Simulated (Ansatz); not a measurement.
**How far each method lies from full CI for GeH$_{2}$⁺, doublet**

Geometry: a point of a stretch scan, not a stationary point.

```xyz
3

Ge    0.0000   -0.0463    0.0453
H     0.0000    2.6189   -4.6569
H     0.0000    0.7188    1.3951
```

Basis aug-cc-pVDZ; Ansatz 0.2.0. Correlated methods freeze the noble-gas cores and the filled d shells of p-block atoms, which leaves 5 electrons in 40 orbitals. R marks a restricted (for open shells ROHF) determinant. Active spaces: valence = (5e, 6o) chosen from the atoms' valence shells. No spin–orbit coupling is included, and no scalar relativity.

Full CI is exact within this basis and frozen core; it isn't the basis-set limit.

* UHF ⟨S²⟩: 0.750
* T1 diagnostic (RCCSD): 0.0092
* largest doubles amplitude (RCCSD): 0.070

Q: From what is known of these methods and the diagnostics, rank them by the size of their error in total energy against full CI in aug-cc-pVDZ, smallest first (an estimate: the text doesn't fix the numbers).
A. RHF
B. RMP2
C. CASSCF (valence space)
D. RCCSD
E. NEVPT2 (valence space)

A: D (3.4 kJ/mol), E (28.5 kJ/mol), B (59.7 kJ/mol), C (83.3 kJ/mol), A (205.0 kJ/mol).

All errors are against full CI in aug-cc-pVDZ. Within each family the higher level lies nearer, as is usual though not guaranteed.

The full-CI state has the irrep A' of Cs, in the program's axes.

Natural occupations of full CI about the gap: 1.955 1.902 1.000 0.041 0.041 0.030 0.008 0.008 0.005 0.004; effectively unpaired electrons, Σ n²(2−n)², 1.06.
